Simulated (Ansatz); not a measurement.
```xyz
12

C     0.8047   -1.0539   -0.9856
N     0.6858   -0.7914    0.4266
C    -0.0657    0.1470    0.8079
C    -0.8866    1.0664   -0.0349
O    -0.1847    0.4020    2.1262
H     1.4906   -1.8872   -1.1399
H    -0.1552   -1.3265   -1.4431
H     1.1997   -0.1929   -1.5403
H    -0.2432    1.6171   -0.7254
H    -1.4378    1.7730    0.5817
H    -1.5908    0.4914   -0.6411
H     0.3833   -0.2451    2.5680
```

The species carries charge 0 and has multiplicity 1.

**Question.** List the ωB97M-V/def2-TZVPP orbital energies in eV (the Gaussian-basis code of Ansatz). (Best estimate.)

**Answer.** Ansatz gave: Occupied: -526.83, -393.94, -283.98, -281.87, -281.67, -32.78, -28.08, -23.73, -22.01, -19.17, -16.51, -15.77, -15.67, -13.94, -13.92, -13.81, -13.22, -13.08, -9.73, -9.60. Lowest empty: 2.56, 2.94, 3.28, 4.07, 4.23, 4.58, 4.96, 5.46.
